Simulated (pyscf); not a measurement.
**Elimination: H₂B–NH–NH₂ → NH₃ + HB=NH**

Gas phase, singlet surface, charge 0. Bonds broken: N1–N2, B3–H7. Bonds formed: N1–H7. Structures and frequencies: ωB97X-D3(BJ)/def2-SVP in PySCF. Correlated levels are frozen-core, on RHF or UHF. ΔMP2 is the change of the MP2 total energy from the triple- to the quadruple-zeta basis.

Transition state (Å):

```xyz
8

N     -1.8329    -0.7915     0.7075
N     -0.5719     0.9808    -0.2945
B     -0.1697     0.0958    -1.1681
H     -2.0751    -0.3232    -0.1561
H     -0.8295    -0.6817     0.7787
H     -0.6703     1.8636     0.1761
H     -0.7607    -1.0759    -0.8306
H      0.5426     0.0388    -2.1376
```

One imaginary mode, 1260i cm⁻¹; descent along it reached the two sides named.

```tsv
bond	change	reactant side (Å)	saddle	product side
N1–N2	breaks	1.414	2.395	3.6
B3–H7	breaks	1.212	1.355	3.2
N1–H7	forms	2.8	1.896	1.020
```

Electronic energies relative to the reactant's lowest minimum found (kcal/mol):

| level | barrier | reaction energy | reverse barrier |
|---|---|---|---|
| ωB97X-D3(BJ)/def2-TZVP | 111.9 | -2.3 | 114.3 |
| PBE/def2-TZVP | 89.6 | -3.9 | 93.5 |
| r²SCAN/def2-TZVP | 95.8 | -4.6 | 100.4 |
| B3LYP-D3(BJ)/def2-TZVP | 98.9 | -5.6 | 104.5 |
| PBE0-D3(BJ)/def2-TZVP | 104.8 | -1.1 | 105.9 |
| M06-2X/def2-TZVP | 112.5 | -4.2 | 116.7 |
| ωB97M-D3(BJ)/def2-TZVP | 106.9 | -5.7 | 112.6 |
| HF/def2-TZVP | 137.1 | -6.5 | 143.6 |
| MP2/def2-QZVPP | 103.8 | -10.7 | 114.5 |
| CCSD/def2-TZVPP | 106.5 | -7.3 | 113.9 |
| CCSD(T)/def2-TZVPP | 94.1 | -7.8 | 101.9 |
| CCSD(T)/def2-TZVPP + ΔMP2(QZVPP) | 94.3 | -8.3 | 102.6 |

With CCSD(T)/def2-TZVPP + ΔMP2(QZVPP) energies and thermal terms (ideal gas, 1 atm, RRHO with modes under 100 cm⁻¹ raised to 100, one conformer, R ln 2 for chiral ones without a mode under 150 cm⁻¹), in kcal/mol:

```json
[
 {"T (K)": "298", "ΔH‡": "89.6", "ΔG‡": "89.6", "ΔH": "-10.4", "ΔG": "-19.7"},
 {"T (K)": "600", "ΔH‡": "90.1", "ΔG‡": "89.4", "ΔH": "-9.9", "ΔG": "-29.4"},
 {"T (K)": "900", "ΔH‡": "90.3", "ΔG‡": "89.0", "ΔH": "-10.3", "ΔG": "-39.1"},
 {"T (K)": "1200", "ΔH‡": "90.2", "ΔG‡": "88.6", "ΔH": "-11.0", "ΔG": "-48.6"}
]
```

The products may also form a dative adduct at HB=NH; it and routes through it were not searched. The same reactants have a lower exit, to [H₂B–NH]• + NH₂• (no saddle counted: cutting one bond costs +82.4 kcal/mol at ωB97M-D3(BJ), against +106.9 kcal/mol here). H₂B–NH–NH₂ lies 61.6 kcal/mol over its isomer H₂N–BH–NH₂ (electronic energy, ωB97M-D3(BJ)). This is the saddle that the search found; another between the same sides may lie lower. A restricted solution here is unstable towards spin polarisation, so biradical character is likely and single-reference numbers are less safe. The CCSD(T) − MP2 part came from Ansatz, without density fitting, on the same reference. The largest closed-shell T1 diagnostic is 0.044, which may signal static correlation.
